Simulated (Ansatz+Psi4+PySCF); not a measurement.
**doublet CH₃Cl(+): levels of theory in one basis**

```xyz
5

C     0.0009    0.0287   -1.1300
Cl   -0.0082   -0.0287    0.6529
H     0.0067    1.0288   -1.4450
H     0.8801   -0.5294   -1.4978
H    -0.8714   -0.5286   -1.4918
```

Basis set: cc-pVTZ on H, C; cc-pV(T+d)Z on Cl (spherical functions). Frozen core: 6 orbitals. Correlation on ROHF uses semicanonical orbitals with singles. Charge 1, multiplicity 2.

Computed with Ansatz (development build ahead of 0.2.0) and Psi4 1.11; each method stands on the lowest determinant of its kind that the runs found.

| method | E − E(ROHF) (eV) | <S²> of the determinant |
| --- | --- | --- |
| ROHF | 0.00 | 0.75 |
| UHF | -0.17 | 0.76 |
| ROHF-MP2 | -9.20 | – |
| UHF-MP2 | -9.17 | 0.76 |

Caution for ROHF-MP2, UHF-MP2: MP2 on this radical cation hangs on the determinant chosen.
